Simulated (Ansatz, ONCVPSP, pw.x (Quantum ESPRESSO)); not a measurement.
## B: one change to the ONCV potential, in the atom and in the fcc crystal

* Element: B (Z = 5)
* Generator: ONCVPSP 4.0.1
* Type: optimised norm-conserving Vanderbilt (ONCV)
* Functional: PBEsol
* Relativity: scalar-relativistic
* Frozen core: [He]
* Valence charge: 3
* Reference configuration: 2s2 2p1
* Partial waves: 2s: rc 1.35 bohr, ncon 5, nbas 8, qcut 4.6 1/bohr, 2 projectors, debl 2.7 Ha; 2p: rc 2.45 bohr, ncon 3, nbas 6, qcut 7.2 1/bohr, 2 projectors, debl 2.7 Ha; d scattering state at 0.18 Ha: rc 1.90 bohr, ncon 4, nbas 9, qcut 6 1/bohr, 2 projectors, debl 2.9 Ha
* Local potential: polynomial inside 1.15 bohr (lpopt 5, dvloc0 0 Ha)
* Core correction: polynomial model core, fcfact 0.55

Change: p: nbas 8.

Cutoffs, loose and tight: the cutoffs (Ha) at which the residual kinetic energy of the hardest occupied pseudo-wave falls to 1 and 0.1 mHa per electron. They do not see the model core or the augmentation charge, which bear on the density cutoff. Test errors are all-electron minus pseudo excitation energies from the reference, over the configurations 2s2 2p0; 2s1 2p0; 2s2 2p0.5; 2s1 2p1; variants that change the core or the reference have their own tests.

Crystal test: fcc B in pw.x 7.5, no spin, 18³ k-points, Fermi–Dirac smearing 0.01 Ry, cutoffs set for each file from its atomic test. The reference is all-electron LAPW (Ansatz 0.2.0) with the same functional, mesh and smearing; V0 and B0 come from Birch–Murnaghan fits to the pressures at five volumes. Errors are pseudo minus all-electron; Δ is the rms difference of the E(V) curves that follow from these fits, minima aligned, over ±6 % about the mean V0. Mesh and smearing are coarse, so the numbers serve the comparison and aren't converged zero-temperature values; the lattice is a test structure that the element need not adopt.

All-electron: a0 = 2.856 Å (V0 = 5.83 Å³/atom), B0 = 278.7 GPa.

Q: Does the change bring the crystal closer to the all-electron result?

A: The mean pressure error goes from -8.10 to -6.39 GPa, so the change moves the solid closer to the all-electron pressures.

```tsv
quantity	base	changed
outcome (atom)	generated	generated
cutoff, loose (atom)	12 Ha	12 Ha
cutoff, tight (atom)	53 Ha	53 Ha
bound ghosts (atom)	none	none
largest test error (meV) (atom)	+101	+89
cutoffs in pw.x (Ry)	125/500	125/500
a0 (Å)	2.827	2.834
a0 error (%)	-1.01	-0.79
B0 error (%)	+0.2	-0.2
Δ (meV/atom)	10.7	8.4
mean pressure error (GPa)	-8.10	-6.39
```

Base: The largest radius (2.45 bohr) exceeds half the bond length (1.91 bohr), so the spheres overlap, which is one possible source of error among others. This is a poor potential for the solid. The cutoffs count occupied waves only; projector 2 of the s channel, the hardest unoccupied one, needs 46 Ha at the loose tolerance. Changed file: The largest radius (2.45 bohr) exceeds half the bond length (1.91 bohr), so the spheres overlap, which is one possible source of error among others. This is a poor potential for the solid. The cutoffs count occupied waves only; projector 2 of the s channel, the hardest unoccupied one, needs 46 Ha at the loose tolerance.
